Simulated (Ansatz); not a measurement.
A geometry optimisation of CH2P+ with B3LYP-D3(BJ)/def2-SVP

The starting geometry of this gas-phase singlet was optimised with GFN2-xTB; its bonds are those of `C#[PH+]`.

```xyz
4

C    -0.4967    0.4330   -0.2854
P     0.6233   -0.3848    0.4032
H     1.3093   -1.5738    0.5771
H    -1.1120    1.2717   -0.5233
```

Task: Predict what becomes of its bonds when it is optimised with B3LYP-D3(BJ)/def2-SVP.

Result: It rearranges, giving a structure given below by its coordinates. Contacts that open: P2–H3 (1.38 → 2.41 Å). Contacts that close: C1–H3 (2.83 → 1.11 Å).

The energy falls by 1.65 eV over 19 steps:

```csv
step,E − E(last) (eV)
1,1.647
3,1.417
5,1.216
7,1.142
9,0.915
11,0.248
13,0.093
15,0.039
17,0.000
19,0.000
```

Final geometry (Å):

```yaml
atoms:
  - { symbol: C, position_ang: [0.0148, -0.0948, -0.0264] }
  - { symbol: P, position_ang: [1.0735, 0.4094, 1.0833] }
  - { symbol: H, position_ang: [-0.0045, -1.1353, -0.4155] }
  - { symbol: H, position_ang: [-0.7598, 0.5669, -0.4697] }
```

No frequencies were run, so the end isn't proven a minimum. Run with Ansatz 0.2.0, 37 s on 1 thread of Intel(R) Xeon(R) Processor @ 2.50GHz (Skylake/Cascade Lake), on a shared host.
